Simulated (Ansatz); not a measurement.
# CH₃BO: ionisation energy by level of theory

Aim: the vertical ionisation energy of CH₃BO, as cation minus neutral at the neutral's geometry, on several levels, and how well −ε(HOMO) stands in for it.

Method: unrestricted cation, the program's frozen cores in correlated methods; program: Ansatz 0.2.0, Gaussian basis.

Levels to be run: UKS PBE-D4/def2-TZVPP; UKS r2SCAN-D4/def2-TZVPP; UKS PBE0-D4/def2-TZVPP; UKS B3LYP-D4/def2-TZVPP; UKS wB97X-V/def2-TZVPP; UKS wB97M-V/def2-TZVPP; UKS B2PLYP/def2-TZVPP; UHF-CCSD(T)/def2-TZVPP; UHF-MP2/def2-QZVPP; extrapolation to the limit; then −ε(HOMO) from the neutral's earlier runs with LDA (SPW92), PBE-D4, revPBE-D4, BLYP-D4, r2SCAN-D4, B97M-V, PBE0-D4, B3LYP-D4, r2SCANh-D4, r2SCAN0-D4, HSE06-D4, BHLYP-D4, CAM-B3LYP-D4, LC-ωPBE, ωB97X-V, ωB97M-V.

1 further run of the same task is left out (it didn't finish).

### Step 1. Structure used throughout

An earlier PBE0-D4 in a triple-zeta def2 set relaxation fixed the geometry.

6 atoms, charge 0, spin multiplicity 1.

Atoms are counted from 1 here; the program's logs count them from 0.

Bond lengths: B1–C2 1.538 Å, B1–H4 1.192 Å, B1–H5 1.192 Å, C2–O3 1.221 Å, C2–H6 1.103 Å. Angles: C2–B1–H4 118.5°, C2–B1–H5 118.5°, H4–B1–H5 122.4°, B1–C2–O3 96.8°, B1–C2–H6 141.2°, O3–C2–H6 122.0°.

### Step 2. Cation, UKS PBE-D4/def2-TZVPP

in.yaml reads:

```yaml
crystal:
  periodic: [false, false, false]
  atoms:
    - {symbol: B, position_ang: [-0.462827, 0.045822, -0.596545]}
    - {symbol: C, position_ang: [0.395503, -0.275138, 0.638310]}
    - {symbol: O, position_ang: [1.043814, 0.759915, 0.637263]}
    - {symbol: H, position_ang: [-0.027435, -0.215556, -1.675031]}
    - {symbol: H, position_ang: [-1.459290, 0.682633, -0.446357]}
    - {symbol: H, position_ang: [0.552234, -1.061776, 1.396161]}
basis:
  gaussian: {orbitals: def2-TZVPP}
total_charge: 1
magnetization: {spin_polarized: true, initial_magnetization: 1}
hamiltonian: {xc: pbe, dispersion: d4}
```

Run with:

```console
$ ansatz run in.yaml --threads 2 --pin off --events-out ev --progress --plain --max-ram 4352MiB
```

After this run come: Cation, UKS r2SCAN-D4/def2-TZVPP; Cation, UKS PBE0-D4/def2-TZVPP; Cation, UKS B3LYP-D4/def2-TZVPP; Cation, UKS wB97X-V/def2-TZVPP; Cation, UKS wB97M-V/def2-TZVPP; Cation, UKS B2PLYP (frozen core)/def2-TZVPP; Cation, UHF-CCSD(T)/def2-TZVPP; Cation, UHF-MP2/def2-QZVPP.

Before running them: what should the planned runs give, taken together? Wanted: ionisation energy, CCSD(T)/CBS; nearest functional by difference; nearest −ε(HOMO); −ε(HOMO) of PBE; T1 of the cation.

The runs gave:

| quantity | value |
| --- | --- |
| ionisation energy, CCSD(T)/CBS | 10.54 eV |
| nearest functional by difference | B2PLYP (-0.13 eV) |
| nearest −ε(HOMO) | LC-ωPBE (-0.00 eV) |
| −ε(HOMO) of PBE | 6.42 eV |
| T1 of the cation | 0.040 |

Energy differences with functionals land within 0.33 eV of the reference. The PBE orbital energy is 4.1 eV too small: a semilocal HOMO is no ionisation energy. Among orbital estimates LC-ωPBE comes nearest. Hartree-Fock falls 1.55 eV short, as the neutral has more correlation energy than the cation. The cation's T1 (from the report) is 0.040, near the customary mark of 0.045 for open shells, so the coupled-cluster value is less safe. The cation may have settled in a state other than its lowest; no search over hole states beyond the program's own was made.
